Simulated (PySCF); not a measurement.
Molecule: `N#CC[C@@H]1CO1`, C$_{4}$H$_{5}$NO.

Geometry:
```csv
atom,x (Å),y (Å),z (Å)
N1,-1.872,1.749,0.523
C2,-1.425,0.771,0.099
C3,-0.844,-0.464,-0.411
C4,0.425,-0.851,0.317
C5,1.739,-0.493,-0.211
O6,1.222,-1.803,-0.337
H7,-0.631,-0.352,-1.487
H8,-1.590,-1.270,-0.314
H9,0.312,-0.994,1.401
H10,2.588,-0.378,0.473
H11,1.803,0.086,-1.142
```

Geometry PBE0-D3(BJ)/def2-SVP throughout; GIAO in PySCF, gas phase, one conformer, non-relativistic; equivalent atoms averaged; functional PBE0.

**Question.** How do the shifts δ (against NH3, TMS, H2O at the same level) depend on the basis set? (a selection of nuclei; ppm; last column core-seconds on shared hosts with different chips, so compare them loosely)

**Answer.** 
```csv
basis set,functions,N1,C2,C5,O6,H8,H7,H9,H10,H11,core-s
STO-3G,35,225.6,91.5,38.1,-0.1,2.32,1.74,1.73,1.64,1.38,2.4
6-31G,64,268.6,114.3,44.7,0.3,2.95,1.78,3.02,2.87,2.54,5
pcSseg-0,64,317.0,131.9,51.3,12.3,2.93,1.77,2.84,3.00,2.73,4.8
6-31G*,94,262.5,106.3,44.5,1.3,2.67,1.44,2.88,2.66,2.34,6.7
def2-SVP,109,282.6,110.5,44.4,19.4,2.54,1.23,2.53,2.41,2.07,7.8
cc-pVDZ,109,281.4,111.3,44.7,23.0,2.65,1.35,2.61,2.48,2.14,8.9
pcSseg-1,127,309.4,120.6,46.5,21.5,2.84,1.45,2.77,2.70,2.31,15
aug-cc-pVDZ,183,275.7,113.7,44.0,15.4,2.96,1.66,2.91,2.71,2.33,18
"6-311+G(2d,p)",192,292.6,119.7,46.1,13.0,2.89,1.55,2.87,2.66,2.27,17
def2-TZVP,216,299.3,120.1,46.5,18.4,2.86,1.54,2.85,2.65,2.28,21
cc-pVTZ,250,298.8,118.5,46.3,20.9,2.87,1.54,2.83,2.63,2.25,27
IGLO-III,260,300.5,122.4,47.7,14.0,2.95,1.62,2.88,2.67,2.29,28
pcSseg-2,286,304.3,123.6,48.4,15.6,2.89,1.55,2.86,2.66,2.28,36
```

**Question.** Which nucleus among those listed moves most, in ppm?

**Answer.** N1 (nitrile nitrogen): from 225.6 ppm with STO-3G to 317.0 ppm with pcSseg-0. The smallest spread is 0.55 ppm, at H7. Proton shifts span only some 12 ppm, so a few tenths of a ppm matter as much there as several ppm in carbon.

**Question.** Taking the largest basis, pcSseg-2 (286 functions), as the yardstick, rank the others by their worst heavy-atom deviation.

**Answer.** IGLO-III 3.8 ppm (260 functions), def2-TZVP 5.0 ppm (216 functions), cc-pVTZ 5.6 ppm (250 functions), pcSseg-1 5.9 ppm (127 functions), 6-311+G(2d,p) 11.7 ppm (192 functions), pcSseg-0 12.7 ppm (64 functions), def2-SVP 21.7 ppm (109 functions), cc-pVDZ 22.9 ppm (109 functions), aug-cc-pVDZ 28.6 ppm (183 functions), 6-31G 35.7 ppm (64 functions), 6-31G* 41.8 ppm (94 functions), STO-3G 78.7 ppm (35 functions).

A small basis that lands close on one nucleus may do so by chance; judge by the trend and by all nuclei.
